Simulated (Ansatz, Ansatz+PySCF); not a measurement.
| atom | x (Å) | y (Å) | z (Å) |
| --- | --- | --- | --- |
| C | 0.0201 | -0.6182 | -0.6857 |
| C | -0.0212 | -0.6244 | 0.6962 |
| C | -0.0072 | 0.5691 | -1.5860 |
| C | -0.0204 | 0.5497 | 1.6195 |
| H | 0.0199 | -1.6834 | -1.1783 |
| H | -0.0341 | -1.6664 | 1.1428 |
| H | 0.0076 | 1.4827 | -1.0983 |
| H | 0.9223 | 0.5328 | -2.2357 |
| H | -0.8749 | 0.4615 | -2.2711 |
| H | -0.0227 | 1.4691 | 1.0925 |
| H | -0.8685 | 0.4990 | 2.2945 |
| H | 0.8544 | 0.5031 | 2.2056 |

RHF on singlet C₄H₈ was run in several spherical basis sets with Ansatz (development build ahead of 0.2.0).

(1) Rank the basis sets by the total energy that they give, lowest first, with the distance from the lowest.
A. def2-SVP
B. STO-3G
C. 6-31G(d)
D. def2-TZVP
E. cc-pVDZ
F. 6-31G

## Answers

(1) D (0.00 eV), E (1.23 eV), C (1.65 eV), F (3.23 eV), A (4.56 eV), B (52.53 eV).

Totals follow the description of the cores as much as that of the bonds, so this order isn't one of quality for chemistry.
